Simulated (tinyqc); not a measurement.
Worked calculation (part 1 of 2): RHF in the sto-6g basis, for H3O+, spin multiplicity 1. Computed by tinyqc, a small Python program that keeps every step (integrals from PySCF). Settings: charge = 1, multiplicity = 1, basis = sto-6g, energy threshold = 1e-08, iteration cap = 90, orthogonalisation = canonical, start = atomic densities, DIIS depth = 6, DIIS from iteration = 2, method = RHF. Command: `OMP_NUM_THREADS=1 python tinyqc.py 20448 20449 out.jsonl` (the two numbers bound the seeds that draw the settings). One thread of a shared host (Intel(R) Xeon(R) Processor @ 2.60GHz), about 0.2 s of CPU time with the checks. Later iterations appear only in the table of the cycle.

## One-electron integrals

Geometry (angstrom):
```
atom          x          y         z
O      0.000000   0.000000  0.262000
H      1.114000   0.000000  0.000000
H     -0.557000   0.964000  0.000000
H     -0.557000  -0.964000  0.000000
```

Basis sto-6g: exponents (1/bohr^2) and contraction coefficients of normalised primitives:
```
element  l (shell)     exponent  coefficient
O            s (1)  1355.584234     0.009164
O            s (1)   248.544885     0.049361
O            s (1)    69.533902     0.168538
O            s (1)    23.886772     0.370563
O            s (1)     9.275933     0.416492
O            s (1)     3.820341     0.130334
O            s (2)    52.187762    -0.013253
O            s (2)    10.329320    -0.046992
O            s (2)     3.210345    -0.033785
O            s (2)     1.235135     0.250242
O            s (2)     0.536420     0.595117
O            s (2)     0.245881     0.240706
O            p (3)    52.187762     0.003760
O            p (3)    10.329320     0.037679
O            p (3)     3.210345     0.173897
O            p (3)     1.235135     0.418036
O            p (3)     0.536420     0.425860
O            p (3)     0.245881     0.101708
H            s (1)    35.523221     0.009164
H            s (1)     6.513144     0.049361
H            s (1)     1.822143     0.168538
H            s (1)     0.625955     0.370563
H            s (1)     0.243077     0.416492
H            s (1)     0.100112     0.130334
```

Overlap, kinetic and nuclear-attraction integrals over the contracted functions; the nuclear repulsion is the sum of Za Zb / Rab.

nuclear repulsion = 11.92497696 hartree

overlap S, lower triangle:
```
           1O 1s     1O 2s     1O 2px     1O 2py     1O 2pz     2H 1s     3H 1s     4H 1s
1O 1s   1.000000
1O 2s   0.231145  1.000000
1O 2px  0.000000  0.000000   1.000000
1O 2py  0.000000  0.000000   0.000000   1.000000
1O 2pz  0.000000  0.000000   0.000000   0.000000   1.000000
2H 1s   0.036016  0.363130   0.314541   0.000000  -0.073976  1.000000
3H 1s   0.036069  0.363482  -0.157476   0.272543  -0.074073  0.134215  1.000000
4H 1s   0.036069  0.363482  -0.157476  -0.272543  -0.074073  0.134215  0.134455  1.000000
```

kinetic energy T (hartree), lower triangle:
```
            1O 1s     1O 2s     1O 2px     1O 2py     1O 2pz      2H 1s      3H 1s     4H 1s
1O 1s   29.327197
1O 2s   -0.896024  0.842618
1O 2px   0.000000  0.000000   2.531309
1O 2py   0.000000  0.000000   0.000000   2.531309
1O 2pz   0.000000  0.000000   0.000000   0.000000   2.531309
2H 1s   -0.006272  0.055484   0.156534   0.000000  -0.036815   0.768522
3H 1s   -0.006267  0.055672  -0.078474   0.135816  -0.036913  -0.010806   0.768522
4H 1s   -0.006267  0.055672  -0.078474  -0.135816  -0.036913  -0.010806  -0.010790  0.768522
```

nuclear attraction V (hartree), lower triangle:
```
             1O 1s       1O 2s      1O 2px      1O 2py      1O 2pz      2H 1s      3H 1s      4H 1s
1O 1s   -62.646051
1O 2s    -6.472049  -10.382268
1O 2px    0.000019    0.000205  -10.416295
1O 2py    0.000000    0.000000    0.000000  -10.416311
1O 2pz    0.007900    0.091954   -0.000046    0.000000  -10.312980
2H 1s    -1.149077   -2.869358   -2.203521    0.000000    0.539449  -5.423267
3H 1s    -1.150779   -2.872700    1.103521   -1.909771    0.540273  -0.823158  -5.425278
4H 1s    -1.150779   -2.872700    1.103521    1.909771    0.540273  -0.823158  -0.824666  -5.425278
```

core Hamiltonian H = T + V (hartree), lower triangle:
```
             1O 1s      1O 2s     1O 2px     1O 2py     1O 2pz      2H 1s      3H 1s      4H 1s
1O 1s   -33.318854
1O 2s    -7.368074  -9.539649
1O 2px    0.000019   0.000205  -7.884987
1O 2py    0.000000   0.000000   0.000000  -7.885002
1O 2pz    0.007900   0.091954  -0.000046   0.000000  -7.781671
2H 1s    -1.155349  -2.813874  -2.046987   0.000000   0.502634  -4.654745
3H 1s    -1.157046  -2.817028   1.025047  -1.773955   0.503361  -0.833964  -4.656756
4H 1s    -1.157046  -2.817028   1.025047   1.773955   0.503361  -0.833964  -0.835456  -4.656756
```

## Two-electron integrals

Functions are numbered as in S; the eight-fold symmetry (ij|kl) = (ji|kl) = (kl|ij) leaves the list below.

Two-electron integrals (ij|kl) in chemists' order, unique and non-zero (hartree):
```
(11|11) 4.787491    (21|11) 0.675884    (21|21) 0.121505    (22|11) 1.117379
(22|21) 0.249212    (22|22) 0.817383    (31|31) 0.025762    (32|31) 0.039145
(32|32) 0.180664    (33|11) 1.117381    (33|21) 0.249212    (33|22) 0.817382
(33|33) 0.880663    (41|41) 0.025762    (42|41) 0.039145    (42|42) 0.180664
(43|43) 0.047461    (44|11) 1.117381    (44|21) 0.249212    (44|22) 0.817382
(44|33) 0.785741    (44|44) 0.880663    (51|51) 0.025762    (52|51) 0.039145
(52|52) 0.180664    (53|53) 0.047461    (54|54) 0.047461    (55|11) 1.117381
(55|21) 0.249212    (55|22) 0.817382    (55|33) 0.785741    (55|44) 0.785741
(55|55) 0.880663    (61|11) 0.112062    (61|21) 0.019321    (61|22) 0.038803
(61|31) 0.000923    (61|32) 0.001810    (61|33) 0.038954    (61|44) 0.038720
(61|51) -0.000217   (61|52) -0.000426   (61|53) -0.000055   (61|55) 0.038733
(61|61) 0.003131    (62|11) 0.289506    (62|21) 0.065557    (62|22) 0.240243
(62|31) 0.005131    (62|32) 0.038882    (62|33) 0.247793    (62|44) 0.236146
(62|51) -0.001207   (62|52) -0.009145   (62|53) -0.002739   (62|55) 0.236791
(62|61) 0.010497    (62|62) 0.090338    (63|11) 0.211508    (63|21) 0.048547
(63|22) 0.189676    (63|31) 0.010317    (63|32) 0.068953    (63|33) 0.205903
(63|44) 0.181319    (63|51) -0.000767   (63|52) -0.006701   (63|53) -0.003923
(63|55) 0.181805    (63|61) 0.008103    (63|62) 0.086677    (63|63) 0.094451
(64|41) 0.007055    (64|42) 0.040462    (64|43) 0.007905    (64|54) -0.001859
(64|64) 0.012318    (65|11) -0.049744   (65|21) -0.011418   (65|22) -0.044610
(65|31) -0.000767   (65|32) -0.006701   (65|33) -0.044708   (65|44) -0.042644
(65|51) 0.007235    (65|52) 0.042038    (65|53) 0.008390    (65|55) -0.046477
(65|61) -0.001906   (65|62) -0.020385   (65|63) -0.019317   (65|65) 0.016861
(66|11) 0.454119    (66|21) 0.104738    (66|22) 0.440612    (66|31) 0.009950
(66|32) 0.104979    (66|33) 0.471695    (66|44) 0.423744    (66|51) -0.002340
(66|52) -0.024690   (66|53) -0.011277   (66|55) 0.426396    (66|61) 0.016909
(66|62) 0.216795    (66|63) 0.236958    (66|65) -0.055730   (66|66) 0.774999
(71|11) 0.112228    (71|21) 0.019350    (71|22) 0.038860    (71|31) -0.000462
(71|32) -0.000907   (71|33) 0.038836    (71|41) 0.000800    (71|42) 0.001569
(71|43) -0.000102   (71|44) 0.038953    (71|51) -0.000218   (71|52) -0.000426
(71|53) 0.000028    (71|54) -0.000048   (71|55) 0.038790    (71|61) 0.003082
(71|62) 0.010108    (71|63) 0.007323    (71|64) 0.000282    (71|65) -0.001837
(71|66) 0.016103    (71|71) 0.003141    (72|11) 0.289843    (72|21) 0.065633
(72|22) 0.240510    (72|31) -0.002570   (72|32) -0.019471   (72|33) 0.239327
(72|41) 0.004448    (72|42) 0.033699    (72|43) -0.005050   (72|44) 0.245149
(72|51) -0.001209   (72|52) -0.009159   (72|53) 0.001372    (72|54) -0.002375
(72|55) 0.237055    (72|61) 0.010105    (72|62) 0.069847    (72|63) 0.051522
(72|64) 0.007786    (72|65) -0.015292   (72|66) 0.132667    (72|71) 0.010524
(72|72) 0.090526    (73|11) -0.105915   (73|21) -0.024310   (73|22) -0.094978
(73|31) 0.007881    (73|32) 0.047648    (73|33) -0.099811   (73|41) -0.001415
(73|42) -0.012352   (73|43) 0.008755    (73|44) -0.094087   (73|51) 0.000385
(73|52) 0.003357    (73|53) -0.002379   (73|54) 0.000895    (73|55) -0.091037
(73|61) -0.003417   (73|62) -0.019026   (73|63) -0.005506   (73|64) -0.001580
(73|65) 0.004081    (73|66) -0.028603   (73|71) -0.004064   (73|72) -0.043445
(73|73) 0.032937    (74|11) 0.183308    (74|21) 0.042074    (74|22) 0.164379
(74|31) -0.001415   (74|32) -0.012352   (74|33) 0.159039    (74|41) 0.009512
(74|42) 0.061890    (74|43) -0.007253   (74|44) 0.176540    (74|51) -0.000665
(74|52) -0.005810   (74|53) 0.000895    (74|54) -0.003411   (74|55) 0.157557
(74|61) 0.006478    (74|62) 0.048496    (74|63) 0.035593    (74|64) 0.014144
(74|65) -0.010424   (74|66) 0.093718    (74|71) 0.007033    (74|72) 0.075190
(74|73) -0.035637   (74|74) 0.074024    (75|11) -0.049820   (75|21) -0.011435
(75|22) -0.044676   (75|31) 0.000385    (75|32) 0.003357    (75|33) -0.043224
(75|41) -0.000665   (75|42) -0.005810   (75|43) 0.000895    (75|44) -0.044256
(75|51) 0.007245    (75|52) 0.042090    (75|53) -0.004202   (75|54) 0.007273
(75|55) -0.046546   (75|61) -0.001837   (75|62) -0.015296   (75|63) -0.011074
(75|64) -0.001682   (75|65) 0.012397    (75|66) -0.031479   (75|71) -0.001911
(75|72) -0.020435   (75|73) 0.009686    (75|74) -0.016763   (75|75) 0.016902
(76|11) 0.078839    (76|21) 0.018018    (76|22) 0.071182    (76|31) 0.000566
(76|32) 0.005033    (76|33) 0.071467    (76|41) 0.000981    (76|42) 0.008715
(76|43) 0.000333    (76|44) 0.071850    (76|51) -0.000533   (76|52) -0.004737
(76|53) -0.000548   (76|54) -0.000949   (76|55) 0.070230    (76|61) 0.002844
(76|62) 0.025916    (76|63) 0.023292    (76|64) 0.002725    (76|65) -0.006589
(76|66) 0.063626    (76|71) 0.002848    (76|72) 0.025940    (76|73) -0.009297
(76|74) 0.021546    (76|75) -0.006597   (76|76) 0.009287    (77|11) 0.454349
(77|21) 0.104791    (77|22) 0.440807    (77|31) -0.004982   (77|32) -0.052552
(77|33) 0.435937    (77|41) 0.008622    (77|42) 0.090952    (77|43) -0.020785
(77|44) 0.459900    (77|51) -0.002343   (77|52) -0.024719   (77|53) 0.005649
(77|54) -0.009777   (77|55) 0.426584    (77|61) 0.016087    (77|62) 0.132576
(77|63) 0.095413    (77|64) 0.022105    (77|65) -0.031452   (77|66) 0.273076
(77|71) 0.016942    (77|72) 0.217063    (77|73) -0.118671   (77|74) 0.205384
(77|75) -0.055820   (77|76) 0.063626    (77|77) 0.774999    (81|11) 0.112228
(81|21) 0.019350    (81|22) 0.038860    (81|31) -0.000462   (81|32) -0.000907
(81|33) 0.038836    (81|41) -0.000800   (81|42) -0.001569   (81|43) 0.000102
(81|44) 0.038953    (81|51) -0.000218   (81|52) -0.000426   (81|53) 0.000028
(81|54) 0.000048    (81|55) 0.038790    (81|61) 0.003082    (81|62) 0.010108
(81|63) 0.007323    (81|64) -0.000282   (81|65) -0.001837   (81|66) 0.016103
(81|71) 0.003087    (81|72) 0.010120    (81|73) -0.003912   (81|74) 0.006205
(81|75) -0.001840   (81|76) 0.002760    (81|77) 0.016111    (81|81) 0.003141
(82|11) 0.289843    (82|21) 0.065633    (82|22) 0.240510    (82|31) -0.002570
(82|32) -0.019471   (82|33) 0.239327    (82|41) -0.004448   (82|42) -0.033699
(82|43) 0.005050    (82|44) 0.245149    (82|51) -0.001209   (82|52) -0.009159
(82|53) 0.001372    (82|54) 0.002375    (82|55) 0.237055    (82|61) 0.010105
(82|62) 0.069847    (82|63) 0.051522    (82|64) -0.007786   (82|65) -0.015292
(82|66) 0.132667    (82|71) 0.010120    (82|72) 0.069931    (82|73) -0.032559
(82|74) 0.040757    (82|75) -0.015315   (82|76) 0.020574    (82|77) 0.132742
(82|81) 0.010524    (82|82) 0.090526    (83|11) -0.105915   (83|21) -0.024310
(83|22) -0.094978   (83|31) 0.007881    (83|32) 0.047648    (83|33) -0.099811
(83|41) 0.001415    (83|42) 0.012352    (83|43) -0.008755   (83|44) -0.094087
(83|51) 0.000385    (83|52) 0.003357    (83|53) -0.002379   (83|54) -0.000895
(83|55) -0.091037   (83|61) -0.003417   (83|62) -0.019026   (83|63) -0.005506
(83|64) 0.001580    (83|65) 0.004081    (83|66) -0.028603   (83|71) -0.003912
(83|72) -0.032559   (83|73) 0.024013    (83|74) -0.018615   (83|75) 0.007006
(83|76) -0.007249   (83|77) -0.066970   (83|81) -0.004064   (83|82) -0.043445
(83|83) 0.032937    (84|11) -0.183308   (84|21) -0.042074   (84|22) -0.164379
(84|31) 0.001415    (84|32) 0.012352    (84|33) -0.159039   (84|41) 0.009512
(84|42) 0.061890    (84|43) -0.007253   (84|44) -0.176540   (84|51) 0.000665
(84|52) 0.005810    (84|53) -0.000895   (84|54) -0.003411   (84|55) -0.157557
(84|61) -0.006478   (84|62) -0.048496   (84|63) -0.035593   (84|64) 0.014144
(84|65) 0.010424    (84|66) -0.093718   (84|71) -0.006205   (84|72) -0.040757
(84|73) 0.018615    (84|74) -0.015315   (84|75) 0.008756    (84|76) -0.012545
(84|77) -0.071627   (84|81) -0.007033   (84|82) -0.075190   (84|83) 0.035637
(84|84) 0.074024    (85|11) -0.049820   (85|21) -0.011435   (85|22) -0.044676
(85|31) 0.000385    (85|32) 0.003357    (85|33) -0.043224   (85|41) 0.000665
(85|42) 0.005810    (85|43) -0.000895   (85|44) -0.044256   (85|51) 0.007245
(85|52) 0.042090    (85|53) -0.004202   (85|54) -0.007273   (85|55) -0.046546
(85|61) -0.001837   (85|62) -0.015296   (85|63) -0.011074   (85|64) 0.001682
(85|65) 0.012397    (85|66) -0.031479   (85|71) -0.001840   (85|72) -0.015315
(85|73) 0.007006    (85|74) -0.008756   (85|75) 0.012415    (85|76) -0.005056
(85|77) -0.031501   (85|81) -0.001911   (85|82) -0.020435   (85|83) 0.009686
(85|84) 0.016763    (85|85) 0.016902    (86|11) 0.078839    (86|21) 0.018018
(86|22) 0.071182    (86|31) 0.000566    (86|32) 0.005033    (86|33) 0.071467
(86|41) -0.000981   (86|42) -0.008715   (86|43) -0.000333   (86|44) 0.071850
(86|51) -0.000533   (86|52) -0.004737   (86|53) -0.000548   (86|54) 0.000949
(86|55) 0.070230    (86|61) 0.002844    (86|62) 0.025916    (86|63) 0.023292
(86|64) -0.002725   (86|65) -0.006589   (86|66) 0.063626    (86|71) 0.002760
(86|72) 0.020574    (86|73) -0.007249   (86|74) 0.012545    (86|75) -0.005056
(86|76) 0.007428    (86|77) 0.040463    (86|81) 0.002848    (86|82) 0.025940
(86|83) -0.009297   (86|84) -0.021546   (86|85) -0.006597   (86|86) 0.009287
(87|11) 0.078980    (87|21) 0.018051    (87|22) 0.071311    (87|31) -0.001135
(87|32) -0.010090   (87|33) 0.072176    (87|44) 0.071401    (87|51) -0.000534
(87|52) -0.004746   (87|53) 0.001099    (87|55) 0.070356    (87|61) 0.002761
(87|62) 0.020587    (87|63) 0.014501    (87|65) -0.005058   (87|66) 0.040517
(87|71) 0.002853    (87|72) 0.025991    (87|73) -0.014053   (87|74) 0.018854
(87|75) -0.006610   (87|76) 0.007440    (87|77) 0.063759    (87|81) 0.002853
(87|82) 0.025991    (87|83) -0.014053   (87|84) -0.018854   (87|85) -0.006610
(87|86) 0.007440    (87|87) 0.009323    (88|11) 0.454349    (88|21) 0.104791
(88|22) 0.440807    (88|31) -0.004982   (88|32) -0.052552   (88|33) 0.435937
(88|41) -0.008622   (88|42) -0.090952   (88|43) 0.020785    (88|44) 0.459900
(88|51) -0.002343   (88|52) -0.024719   (88|53) 0.005649    (88|54) 0.009777
(88|55) 0.426584    (88|61) 0.016087    (88|62) 0.132576    (88|63) 0.095413
(88|64) -0.022105   (88|65) -0.031452   (88|66) 0.273076    (88|71) 0.016111
(88|72) 0.132742    (88|73) -0.066970   (88|74) 0.071627    (88|75) -0.031501
(88|76) 0.040463    (88|77) 0.273231    (88|81) 0.016942    (88|82) 0.217063
(88|83) -0.118671   (88|84) -0.205384   (88|85) -0.055820   (88|86) 0.063626
(88|87) 0.063759    (88|88) 0.774999
```

## Orthogonalisation

S = U s U^T; canonical form X = U s^(-1/2), so that X^T S X = 1. Each column of U has its largest component positive (the first on a tie).

eigenvalues of S: 0.442753  0.541520  0.541741  0.951634  1.039036  1.324025  1.324124  1.835167

X:
```
                1          2          3          4          5          6          7          8
1O 1s   -0.376740   0.000000  -0.000927   0.716752   0.617793   0.000000   0.000247   0.167854
1O 2s    1.144659   0.000000   0.002092  -0.080537   0.162899   0.000000   0.000357   0.458705
1O 2px  -0.002024   0.000000   0.874478   0.000048  -0.000082   0.000000   0.665092  -0.000311
1O 2py   0.000000   0.874457   0.000000   0.000000   0.000000   0.665225   0.000000   0.000000
1O 2pz  -0.201398   0.000000  -0.000285  -0.681565   0.712200   0.000000  -0.000002  -0.084002
2H 1s   -0.503306   0.000000  -0.849949  -0.148542  -0.125280   0.000000   0.456906   0.315565
3H 1s   -0.506230  -0.735520   0.423538  -0.148341  -0.125106   0.395442  -0.228151   0.315979
4H 1s   -0.506230   0.735520   0.423538  -0.148341  -0.125106  -0.395442  -0.228151   0.315979
```

## Starting guess

The start is atomic minimal-basis densities projected into this basis (PySCF's MINAO start) and scaled to the electron count of each spin; this density is not idempotent, so its energy is not variational and may lie below the converged one.

D at the start, lower triangle:
```
            1O 1s     1O 2s     1O 2px     1O 2py     1O 2pz     2H 1s     3H 1s     4H 1s
1O 1s    1.940174
1O 2s   -0.433448  1.884130
1O 2px  -0.000013  0.000080   1.065859
1O 2py   0.000000  0.000000   0.000000   1.065874
1O 2pz  -0.006225  0.035171  -0.000033   0.000000   1.175462
2H 1s   -0.010936  0.041059   0.126543   0.000000  -0.021108  0.900522
3H 1s   -0.010937  0.041034  -0.063274   0.109566  -0.021115  0.039576  0.900524
4H 1s   -0.010937  0.041034  -0.063274  -0.109566  -0.021115  0.039576  0.039645  0.900524
```

## Iteration 1: building the Fock matrix

J_ij = sum D_kl (ij|kl), K_ij = sum D_kl (ik|jl); F = H + J - 0.5 K; E = tr D H + tr D J / 2 - 0.25 tr D K + E_nn.

Coulomb J (hartree), lower triangle:
```
            1O 1s      1O 2s     1O 2px     1O 2py     1O 2pz     2H 1s     3H 1s     4H 1s
1O 1s   15.980291
1O 2s    2.840293   7.609182
1O 2px  -0.000012  -0.000115   7.628340
1O 2py   0.000000   0.000000   0.000000   7.628318
1O 2pz  -0.005805  -0.068308   0.000019   0.000000   7.570884
2H 1s    0.455249   2.259151   1.799423   0.000000  -0.440124  4.429193
3H 1s    0.455921   2.261675  -0.901084   1.559447  -0.440771  0.681376  4.430809
4H 1s    0.455921   2.261675  -0.901084  -1.559447  -0.440771  0.681376  0.682620  4.430809
```

exchange K (hartree), lower triangle:
```
            1O 1s      1O 2s     1O 2px     1O 2py     1O 2pz     2H 1s     3H 1s     4H 1s
1O 1s    9.024116
1O 2s    1.409619   2.503838
1O 2px  -0.000022  -0.000180   1.641381
1O 2py   0.000000   0.000000   0.000000   1.641417
1O 2pz  -0.005616  -0.052962   0.000042   0.000000   1.563529
2H 1s    0.258040   0.919277   0.575241   0.000000  -0.152925  1.104444
3H 1s    0.258412   0.920263  -0.288105   0.498497  -0.153131  0.300692  1.105144
4H 1s    0.258412   0.920263  -0.288105  -0.498497  -0.153131  0.300692  0.301214  1.105144
```

Fock matrix F (hartree), lower triangle:
```
             1O 1s      1O 2s     1O 2px     1O 2py     1O 2pz      2H 1s      3H 1s      4H 1s
1O 1s   -21.850621
1O 2s    -5.232590  -3.182386
1O 2px    0.000018   0.000180  -1.077337
1O 2py    0.000000   0.000000   0.000000  -1.077393
1O 2pz    0.004903   0.050127  -0.000048   0.000000  -0.992552
2H 1s    -0.829120  -1.014362  -0.535184   0.000000   0.138972  -0.777774
3H 1s    -0.830332  -1.015484   0.268015  -0.463756   0.139155  -0.302934  -0.778519
4H 1s    -0.830332  -1.015484   0.268015   0.463756   0.139155  -0.302934  -0.303442  -0.778519
```

total energy of this density = -71.72586050 hartree

This density is the starting one; it is not idempotent, so its energy is not variational and may lie below the converged one.
